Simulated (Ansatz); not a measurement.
# CHP: the cost of one run

Computed with Ansatz 0.2.0, Gaussian basis. Level: def2-QZVPP, core rule «outside noble gas», up to 6 orbitals frozen.

The runs, in order: UHF; ROHF; CCSD(T) on UHF.

2 further runs of the same task are left out: 2 set aside as unsound or not needed.

## Step 1: What is computed

The geometry is a PBE0/def2-TZVP stationary point (not a proven minimum).

3 atoms, charge 0, spin multiplicity 3.

Atoms are counted from 1 here; the program's logs count them from 0.

Bond lengths: C1–P2 1.672 Å, C1–H3 1.091 Å. Angles: P2–C1–H3 130.8°.

## Step 2: UHF

in.yaml

```yaml
crystal:
  periodic: [false, false, false]
  atoms:
    - {symbol: C, position_ang: [0.000000, -0.134864, 1.152874]}
    - {symbol: P, position_ang: [0.000000, 0.032285, -0.510338]}
    - {symbol: H, position_ang: [0.000000, 0.614934, 1.944837]}
basis:
  gaussian: {orbitals: "def2-QZVPP.json"}
magnetization: {spin_polarized: true, initial_magnetization: 2}
hamiltonian: {xc: hf}
output: {orbitals: {seedname: orbitals}}
```

Started as:

```console
$ ansatz run in.yaml --threads 1 --pin off --events-out ev --progress --plain --max-ram 2393MiB
```

**Question.** How long does this run take on 1 thread of Arm Neoverse V2, shared host, and how much memory does it need?

About 12 s, with a peak of 0.28 GiB.
